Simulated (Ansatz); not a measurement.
We consider rock-salt LiF, described by Hartree–Fock in Ansatz (PAW).

Total energies, extrapolated to zero smearing (they compare only within this program, potentials and cutoff; free atoms with spin allowed, lowest state found):

```csv
system,energy (eV/atom)
"rock-salt LiF, relaxed",-503.1188
free Li atom,-202.2655
free F atom,-797.2921
```

Q: Work out the cohesive energy per atom.

A: E_coh = [1 × (-202.2655) + 1 × (-797.2921)]/2 − (-503.1188) = 3.34 eV/atom. The reference value is 4.46 eV/atom (measured, static lattice: zero-point vibration energy added; as tabulated in Mejia-Rodriguez and Trickey (2018), arXiv:1807.09216), a difference of -1.12 eV/atom.

The PAW data were made under PBE.

Ansatz is a first-principles code.
